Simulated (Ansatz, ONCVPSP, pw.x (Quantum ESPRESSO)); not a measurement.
## What a changed setting does to a pw.x run (bcc Ta)

Potential: optimised norm-conserving Vanderbilt (ONCV), ONCVPSP 4.0.1, PBEsol; core [Kr] 4d10 4f14, reference 5s2 5p6 5d3 6s2; waves: 5s+6s: rc 1.55 bohr, ncon 3, nbas 6, qcut 7.3 1/bohr, 2 projectors; 5p: rc 2.05 bohr, ncon 4, nbas 9, qcut 5.4 1/bohr, 2 projectors, debl 2 Ha; 5d: rc 2.70 bohr, ncon 4, nbas 9, qcut 6 1/bohr, 2 projectors, debl 3.8 Ha; local part: polynomial inside 1.25 bohr (lpopt 5, dvloc0 0 Ha); core correction: none.

The reference run (k-mesh 14³, cutoffs 55/220 Ry, Fermi–Dirac 0.01 Ry, mixing_beta 0.4, conv_thr 1e-9, no spin) gives -0.49 GPa at 17.551 Å³/atom, where all-electron LAPW gives 1.56 GPa. This run, with its own iteration cap, changes mixing_beta to 0.7.

```
&control
  calculation='scf', prefix='x', pseudo_dir='./', outdir='./tmp', tstress=.true., disk_io='none'
/
&system
  ibrav=0, nat=1, ntyp=1, ecutwfc=55, ecutrho=220, nbnd=14,
  occupations='smearing', smearing='fd', degauss=0.01
/
&electrons
  conv_thr=1e-09, mixing_beta=0.7, electron_maxstep=50
/
ATOMIC_SPECIES
Ta 1.0 Ta.UPF
CELL_PARAMETERS angstrom
  -1.63712042 1.63712042 1.63712042
  1.63712042 -1.63712042 1.63712042
  1.63712042 1.63712042 -1.63712042
ATOMIC_POSITIONS crystal
Ta 0.0000 0.0000 0.0000
K_POINTS automatic
14 14 14 0 0 0
```

```bash
pw.x < Ta.scf.in > Ta.scf.out
```

Question: How does the run end?

Answer: It converges in 6 iterations; the free energy moves by +0.0 meV/atom and the pressure by -0.01 GPa. The result is that of the reference run.

```
Message from routine setup:
     using ibrav=0 with symmetry is DISCOURAGED, use correct ibrav instead
     lattice parameter (alat)  =       5.3585  a.u.
     unit-cell volume          =     118.4400 (a.u.)^3
     number of electrons       =        13.00
     number of Kohn-Sham states=           14
     kinetic-energy cutoff     =      55.0000  Ry
     charge density cutoff     =     220.0000  Ry
     scf convergence threshold =      1.0E-09
     Exchange-correlation= PBESOL
     number of k points=   104  Fermi-Dirac smearing, width (Ry)=  0.0100
     iteration #  1     ecut=    55.00 Ry     beta= 0.70
     total energy              =    -117.11696416 Ry
     estimated scf accuracy    <       0.02240379 Ry
     iteration #  2     ecut=    55.00 Ry     beta= 0.70
     total energy              =    -117.12114742 Ry
     estimated scf accuracy    <       0.00061777 Ry
     iteration #  3     ecut=    55.00 Ry     beta= 0.70
     total energy              =    -117.12122187 Ry
     estimated scf accuracy    <       0.00003560 Ry
     iteration #  4     ecut=    55.00 Ry     beta= 0.70
     total energy              =    -117.12122349 Ry
     estimated scf accuracy    <       0.00000020 Ry
     iteration #  5     ecut=    55.00 Ry     beta= 0.70
     total energy              =    -117.12122359 Ry
     estimated scf accuracy    <       0.00000005 Ry
     iteration #  6     ecut=    55.00 Ry     beta= 0.70
     the Fermi energy is    18.7969 ev
!    total energy              =    -117.12122360 Ry
     estimated scf accuracy    <          3.9E-10 Ry
     smearing contrib. (-TS)   =      -0.00542679 Ry
     The total energy is F=E-TS. E is the sum of the following terms:
     one-electron contribution =     -18.65253874 Ry
     hartree contribution      =      14.47016023 Ry
     xc contribution           =     -13.53324715 Ry
     ewald contribution        =     -99.40017115 Ry
     convergence has been achieved in   6 iterations
          total   stress  (Ry/bohr**3)                   (kbar)     P=       -4.92
     Message from routine punch:
     Nothing written, as per user request (disk_io='none')
```

The run took about 12 s on one core of a shared host (Intel(R) Xeon(R) Platinum 8259CL CPU @ 2.50GHz, 96 threads, 755 GiB, load 73).
